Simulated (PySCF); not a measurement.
SO₂.
Bonds: O1–S2 (double), S2–O3 (double).

Computed by this run: PySCF, PBE0-D3(BJ)/def2-SVP geometry optimisation, gas phase; density fitting, grid level 1; the optimiser is geomeTRIC in internal coordinates, started from a GFN2-xTB structure.

Step 0: E = -14913.1254 eV
```
atom  x, y, z in Å  |  force x, y, z in eV/Å
O1     -1.1927    0.3087    0.0172   -1.448   0.555   0.005
S2     -0.0071   -0.4984    0.0088   -0.050  -0.984  -0.015
O3      1.2424    0.2053    0.0214    1.499   0.429   0.011
```

Step 1: E = -14913.1639 eV
```
atom  x, y, z in Å  |  force x, y, z in eV/Å
O1     -1.2291    0.3053    0.0170    0.186  -0.077   0.000
S2     -0.0068   -0.4886    0.0089    0.007   0.149   0.001
O3      1.2784    0.1989    0.0214   -0.194  -0.071  -0.001
```

**Question.** Estimate the geometry and energy of step 2. (The exact step hangs on the optimiser's Hessian estimate; all steps are aligned on step 1, rigid shifts and turns removed.)

**Answer.** E = -14913.1646 eV, largest force 0.101 eV/Å
```
atom  x, y, z in Å  |  force x, y, z in eV/Å
O1     -1.2247    0.3063    0.0171    0.039  -0.048   0.001
S2     -0.0068   -0.4908    0.0089    0.003   0.101   0.000
O3      1.2741    0.2002    0.0214   -0.042  -0.053   0.000
```

The energy changes by -0.0007 eV. The first-order estimate −F·Δx gives -0.0011 eV and the mean of the old and new forces, exact on a quadratic surface, -0.0006 eV. The step makes an angle of 58° with the force vector and moves no atom by more than 0.004 Å.

The cost below is that of the whole optimisation. On an Arm Neoverse V1 with one thread, no GPU, on a shared host, this took 1.9 s and 0.26 GiB of memory at its peak.
